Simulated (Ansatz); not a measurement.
**HF/STO-3G run of NO+ (nitrosonium)**

What is the energy change on altering one bond length of NO+ (nitrosonium) at HF/STO-3G? 

Program for the calculation: Ansatz 0.2.0.

1 further run of the same task is left out (set aside as unsound or not needed).

### 1 The system as given

NO+: 2 atoms, total charge +1, spin state singlet. SMILES: `N#[O+]`. Geometry: the measured bond length.

Bond lengths: N1–O2 1.063 Å.

### 2 The energy at HF/STO-3G

input.yaml

```yaml
crystal:
  periodic: [false, false, false]
  atoms:
    - {symbol: N, position_ang: [0.000000, 0.000000, 0.000000]}
    - {symbol: O, position_ang: [0.000000, 0.000000, 1.063220]}
basis:
  gaussian:
    orbitals: STO-3G
hamiltonian:
  xc: hf
accuracy: high
output: {orbitals: {seedname: orbitals}}
total_charge: 1
```

Command:

```console
$ ansatz run input.yaml --threads 1 --pin off --max-ram 3480MiB --events-out events.jsonl --progress --plain --runs-dir runs
```

The log of the run:

```text
Warning: RAYON_NUM_THREADS=1 ignored (pool sized by the plan → 1); use --threads N
Functional definition: HF
  name "HF"
  exchange = exact_x
  correlation = 0
149 factors; integrals over basis functions are off by at most 3.3e-8 eV
mean field evaluation 1: about -3459.9783 eV, gradient 2.0e1 eV
mean field evaluation 2: about -3459.9871 eV, gradient 2.0e1 eV
mean field evaluation 4: about -3460.9123 eV, gradient 6.9e-1 eV
mean field evaluation 8: about -3460.9128 eV, gradient 8.4e-7 eV
mean field -3460.91275820 eV, -127.1861979729 hartree, gradient 2.8e-8 eV, S^2 0.000000; 0 other end points of the search recorded, 0 dependent functions left out
reference -3460.91275820 eV, -127.1861979729 hartree; 7, 7 occupied and 3, 3 virtual orbitals, 149 factors
Total energy: -3460.91275820 eV, -127.1861979729 hartree
```

Wall time 0.04 s (1 thread of Arm Neoverse V2, shared host).

### 3 The distorted shape, same level

run.yaml

```yaml
crystal:
  periodic: [false, false, false]
  atoms:
    - {symbol: "N", position_ang: [0.000000, 0.000000, -0.159480]}
    - {symbol: O, position_ang: [0.000000, 0.000000, 1.063220]}
basis:
  gaussian: {orbitals: STO-3G}
hamiltonian: {xc: hf}
output: {orbitals: {seedname: orbitals}}
total_charge: 1
accuracy: high
```

Command:

```console
$ ansatz run run.yaml --threads 1 --pin off --max-ram 3480MiB --events-out events.jsonl --progress --plain --runs-dir runs
```

The log of the run:

```text
Warning: RAYON_NUM_THREADS=1 ignored (pool sized by the plan → 1); use --threads N
[... 4 set-up lines as earlier in the session ...]
149 factors; integrals over basis functions are off by at most 3.0e-8 eV
mean field evaluation 1: about -3457.9070 eV, gradient 3.4e1 eV
mean field evaluation 2: about -3457.9178 eV, gradient 3.4e1 eV
mean field evaluation 4: about -3460.8317 eV, gradient 1.3e0 eV
mean field evaluation 8: about -3460.8331 eV, gradient 3.3e-6 eV
mean field -3460.83312291 eV, -127.1832714302 hartree, gradient 7.6e-8 eV, S^2 0.000000; 0 other end points of the search recorded, 0 dependent functions left out
reference -3460.83312291 eV, -127.1832714302 hartree; 7, 7 occupied and 3, 3 virtual orbitals, 149 factors
Total energy: -3460.83312291 eV, -127.1832714302 hartree
```

Run time: 0.04 s. Hardware: 1 thread of Arm Neoverse V2, shared host.

### 4 What came out

At HF/STO-3G:

| quantity | value |
| --- | --- |
| first shape: total energy | -127.18620 Eh |
| first shape: HOMO energy | -30.52 eV |
| first shape: LUMO energy | -7.99 eV |
| first shape: HOMO–LUMO gap | 22.53 eV |
| distorted shape: total energy | -127.18327 Eh |
| distorted shape: HOMO energy | -28.65 eV |
| distorted shape: LUMO energy | -9.24 eV |
| distorted shape: HOMO–LUMO gap | 19.41 eV |
| energy change with the N1–O2 bond stretched from 1.063 to 1.223 Å | 0.080 eV |

**Reading.** With the N1–O2 bond stretched from 1.063 to 1.223 Å the energy rises by 0.08 eV (1.8 kcal/mol). The first shape isn't relaxed at this level, so the change isn't measured from a minimum. The minimal basis adds a large error of its own.
